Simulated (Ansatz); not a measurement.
# C2ClFO (SMILES O=C=C(F)Cl) at RPBE-D3(BJ)/ANO-RCC-VTZP (sfX2C, paw set gaussian, start density atoms)

Aim: the energy difference between two shapes of C2ClFO at RPBE-D3(BJ)/ANO-RCC-VTZP (sfX2C, paw set gaussian, start density atoms), from 2 runs. 

The results are computed with Ansatz 0.2.0.

7 further runs of the same task are left out: 1 for a known fault of the program, 2 that didn't finish, 4 set aside as unsound or not needed.

### Step 1. Starting point

C2ClFO: 5 atoms, total charge 0, spin state singlet. As SMILES, `O=C=C(F)Cl`. The coordinates come from a GFN2-xTB relaxation.

Bond lengths: O1–C2 1.161 Å, C2–C3 1.304 Å, C3–F4 1.345 Å, C3–Cl5 1.736 Å. Angles: O1–C2–C3 175.5°, C2–C3–F4 124.3°, C2–C3–Cl5 119.5°, F4–C3–Cl5 116.2°.

### Step 2. The energy at RPBE-D3(BJ)/ANO-RCC-VTZP (sfX2C, paw set gaussian, start density atoms)

Contents of input.yaml:

```yaml
basis:
  gaussian:
    orbitals: ANO-RCC-VTZP
    final_grid:
      core_spheres: 6
      valence_spheres: 5
      degree: 17
crystal:
  periodic: [false, false, false]
  atoms:
    - {symbol: O, position_ang: [-1.002990, -0.767880, 1.590460]}
    - {symbol: C, position_ang: [-0.386740, -0.413190, 0.672780]}
    - {symbol: C, position_ang: [0.265680, 0.078810, -0.343610]}
    - {symbol: F, position_ang: [1.193360, -0.595910, -1.046840]}
    - {symbol: Cl, position_ang: [-0.069310, 1.698180, -0.872800]}
hamiltonian:
  xc: {name: RPBE}
  dispersion: d3bj
  pseudopotentials:
    relativity: scalar
accuracy: high
scf:
  lower_state_search: standard
```

Run with:

```sh
$ ansatz run input.yaml --threads 1 --pin off --max-ram 2610MiB --events-out events.jsonl --progress --plain --runs-dir runs
```

Log:

```text
Warning: RAYON_NUM_THREADS=1 ignored (pool sized by the plan → 1); use --threads N
Functional definition: RPBE
  name "RPBE"
  parameter kappa = 0.804
  parameter beta = 0.06672455060314922
  exchange = rpbe_x(kappa = kappa, mu = beta*pi^2/3)
  correlation = pbe_c(beta = beta)
2786 factors; integrals over basis functions are off by at most 3.6e-9 eV
mean field evaluation 1: about -19399.3842 eV, gradient 4.9e1 eV
mean field evaluation 2: about -19384.9959 eV, gradient 9.5e1 eV
mean field evaluation 4: about -19403.9427 eV, gradient 9.3e0 eV
mean field evaluation 8: about -19404.1310 eV, gradient 3.6e-1 eV
mean field evaluation 16: about -19404.1312 eV, gradient 3.3e-5 eV
mean field -19404.13120077 eV, -713.0886690358 hartree, gradient 7.0e-8 eV, S^2 0.000000; 0 other end points of the search recorded, 0 dependent functions left out
reference -19404.13120601 eV, -713.0886692284 hartree; 23, 23 occupied and 131, 131 virtual orbitals, 2786 factors
Total energy: -19404.71054931 eV, -713.1099597021 hartree
Relativity: scalar
```

It took 93 s on 1 thread of Intel Xeon at 2.70GHz, shared host; peak memory 0.56 GiB.

### Step 3. The distorted shape, same level

Contents of input.yaml:

```yaml
basis:
  gaussian:
    orbitals: ANO-RCC-VTZP
    final_grid:
      core_spheres: 6
      valence_spheres: 5
      degree: 17
crystal:
  periodic: [false, false, false]
  atoms:
    - {symbol: O, position_ang: [-0.998150, -0.761111, 1.600028]}
    - {symbol: C, position_ang: [-0.374312, -0.434027, 0.690412]}
    - {symbol: C, position_ang: [0.273439, 0.101941, -0.367645]}
    - {symbol: F, position_ang: [1.190896, -0.575352, -1.054826]}
    - {symbol: Cl, position_ang: [-0.086391, 1.704108, -0.893374]}
hamiltonian:
  xc: {name: RPBE}
  dispersion: d3bj
  pseudopotentials:
    relativity: scalar
accuracy: high
scf:
  lower_state_search: standard
```

Run with:

```sh
$ ansatz run input.yaml --threads 1 --pin off --max-ram 2610MiB --events-out events.jsonl --progress --plain --runs-dir runs
```

Log:

```text
Warning: RAYON_NUM_THREADS=1 ignored (pool sized by the plan → 1); use --threads N
[... 6 set-up lines as earlier in the session ...]
2783 factors; integrals over basis functions are off by at most 3.7e-9 eV
mean field evaluation 1: about -19399.6502 eV, gradient 4.8e1 eV
mean field evaluation 2: about -19385.1759 eV, gradient 9.6e1 eV
mean field evaluation 4: about -19403.9284 eV, gradient 8.5e0 eV
mean field evaluation 8: about -19404.0943 eV, gradient 3.3e-1 eV
mean field evaluation 16: about -19404.0914 eV, gradient 1.4e-4 eV
mean field -19404.09139078 eV, -713.0872060456 hartree, gradient 2.1e-8 eV, S^2 0.000000; 0 other end points of the search recorded, 0 dependent functions left out
reference -19404.09139606 eV, -713.0872062398 hartree; 23, 23 occupied and 131, 131 virtual orbitals, 2783 factors
Total energy: -19404.66491469 eV, -713.1082826606 hartree
Relativity: scalar
```

Run time: 91 s. Hardware: 1 thread of Intel Xeon at 2.70GHz, shared host; peak memory 0.55 GiB.

### Step 4. Summary of results

At RPBE-D3(BJ)/ANO-RCC-VTZP (sfX2C, paw set gaussian, start density atoms):

| quantity | value |
| --- | --- |
| first shape: total energy | -713.10996 Eh |
| first shape: dispersion energy | -55.90 kJ/mol |
| distorted shape: total energy | -713.10828 Eh |
| distorted shape: dispersion energy | -55.34 kJ/mol |
| energy change with the atoms displaced | 0.046 eV |

With the atoms displaced the energy rises by 0.05 eV (4.4 kJ/mol). The first shape isn't relaxed at this level, so the change isn't measured from a minimum.
